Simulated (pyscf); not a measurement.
`[CH]#[CH]` + `[FH]` -> `[CH2]=[CH][F]`, an addition across a multiple bond or ene-type step (singlet surface; F–H broken, C–H, C–F formed). Structures and frequencies: ωB97X-D3(BJ)/def2-SVP in PySCF. Correlated levels are frozen-core, on RHF or UHF. ΔMP2 is the change of the MP2 total energy from the triple- to the quadruple-zeta basis. Energies in kJ/mol from the separated reactants.

Small-basis levels: PySCF, no dispersion term, spherical d functions. 

Quick HF/STO-3G single points give ΔE‡ = 305.2 kJ/mol and ΔE = -284.4 kJ/mol. What does CCSD(T)/def2-TZVPP + ΔMP2(QZVPP) give, and how far is the quick result from it?

CCSD(T)/def2-TZVPP + ΔMP2(QZVPP) gives ΔE‡ = 216.5 kJ/mol and ΔE = -111.0 kJ/mol. HF/STO-3G lies 88.7 kJ/mol over it in the barrier and 173.4 kJ/mol under it in the reaction energy, so on this step it does not hold to within 12.6 kJ/mol. CCSD(T)/def2-TZVPP + ΔMP2(QZVPP) has limits of its own. On the reactant side the descent ends in a complex, 22.2 kJ/mol under the separated species and 212.3 kJ/mol under the saddle at ωB97X-D3(BJ)/def2-TZVP. At ωB97X-D3(BJ) the barrier from the zero used here is 190.1 kJ/mol. This is the saddle that the search found; another between the same sides may lie lower. The CCSD(T) − MP2 part came from Ansatz, without density fitting, on the same reference.
